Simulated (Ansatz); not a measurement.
Computed with Ansatz on PBE0-D4/def2-TZVP structures; ΔE is electronic, products minus reactants. CCSD(T)/CBS is the MP2 limit (def2-TZVPP, def2-QZVPP) plus CCSD(T) − MP2 in def2-TZVPP, frozen cores. Functionals use def2-TZVPP. One conformer a species, not always the lowest.

`ClCCCCCl` + `CC(C)C` → `CC(C)CCCl` + `CCCCl`  (formal exchange of groups at a C–C bond)

| species | RPA@PBE/def2-TZVPP energy (Eh) |
| --- | --- |
| `ClCCCCCl` | -1076.94560 |
| `CC(C)C` | -158.55493 |
| `CC(C)CCCl` | -657.08194 |
| `CCCCl` | -578.41820 |

Work out ΔE.

ΔE = (-657.08194) + (-578.41820) − (-1076.94560) − (-158.55493) = 0.00039 Eh = +1.0 kJ/mol. CCSD(T)/CBS gives +0.9 kJ/mol.

Largest T1 diagnostic among the species: 0.009.

Leaving LDA and LC-ωPBE aside and taking each functional with its dispersion term where it has one, the values, not all of them listed here, spread over 1.6 kJ/mol, from ωB97M-V to B2PLYP. In def2-TZVPP, CCSD(T) changes the Hartree–Fock value by −3.7 kJ/mol (the triples alone add −0.5 kJ/mol) and MP2 by −4.2 kJ/mol.
